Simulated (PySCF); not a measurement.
## Working out the electron affinity of P

P⁻ [Ne] 3s2 3p4 (3P) → P [Ne] 3s2 3p3 (4S). All numbers are calculated (PySCF 2.14, the spin-free X2C one-electron Hamiltonian (Gaussian nucleus), in aug-cc-pVQZ-DK (7s6p4d3f2g, 84 functions)). Frozen: [Ne]. Energies in hartree (1 hartree = 27.21139 eV):

```json
{"part": "UHF", "P⁻ (lower)": "-341.521857", "P (upper)": "-341.534149"}
{"part": "CCSD correlation", "P⁻ (lower)": "-0.139402", "P (upper)": "-0.104863"}
{"part": "(T)", "P⁻ (lower)": "-0.007270", "P (upper)": "-0.004580"}
```

Q: What does Hartree-Fock give?

A: (-341.534149) − (-341.521857) = -0.012292 hartree = -0.334 eV.

Q: What do CCSD and CCSD(T) give?

A: The CCSD correlation energies differ by 0.034539 hartree = 0.940 eV and the triples by 0.002690 hartree = 0.073 eV, so CCSD gives 0.606 eV and CCSD(T) 0.679 eV.

A first-order spin-orbit estimate adds 0.012 eV to CCSD(T) (valence), giving 0.691 eV against 0.747 eV (measured; photodetachment measurements, as compiled on the Wikipedia data page of electron affinities).

What remains against the reference includes basis incompleteness, the frozen core and higher excitations.
